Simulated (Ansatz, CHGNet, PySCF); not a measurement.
**How well does each level of theory give the lattice constant a of zinc-blende BP?**

Reference value: 4.525 Å (measured, static lattice: zero-point anharmonic expansion removed; as tabulated in Mejia-Rodriguez and Trickey (2018), arXiv:1807.09216).

| level (code) | value (Å) |
|---|---|
| CHGNet 0.3.0 | 4.541 |
| PBE (Ansatz) | 4.548 |
| r²SCAN+rVV10 (Ansatz) | 4.531 |
| B3LYP (VWN-RPA form) (Ansatz) | ___ |
| Hartree–Fock (Ansatz) | ___ |
| MP2 (PySCF) | 4.487 ± 0.02 |
| CCSD (PySCF) | 4.509 ± 0.02 |

### Question
Fill in the missing entries.

### Answer

- B3LYP (VWN-RPA form) (Ansatz, a program for electronic structure), value (Å): 4.561
- Hartree–Fock (Ansatz), value (Å): 4.584

Errors against the reference: CHGNet 0.3.0 +0.35 %, PBE +0.51 %, r²SCAN+rVV10 +0.13 %, B3LYP (VWN-RPA form) +0.80 %, Hartree–Fock +1.30 %, MP2 -0.84 %, CCSD -0.35 %.

Once the reference is moved by up to 0.10 % (a margin picked here for doubts on the reference and the settings) and values within 0.10 % count as equal, the nearest can be r²SCAN+rVV10 (+0.13 %) or CCSD (-0.35 %). Among them Hartree–Fock (+1.30 %) misses by most. Within 1 %: CHGNet 0.3.0, PBE, r²SCAN+rVV10, B3LYP (VWN-RPA form), MP2, CCSD.

A ± on a computed value is a rough bar: the spread of its extrapolation, a floor set from checks against published values, or a statistical error. Cutoffs and k meshes differ between the levels. Ansatz's density-functional and Hartree–Fock values are scalar-relativistic unless marked +SOC, with PAW data made under PBE.

Machine-learned potentials (CHGNet 0.3.0) are trained on DFT data: a solid inside that data is no test of them.

Differences are worked out from the printed values.
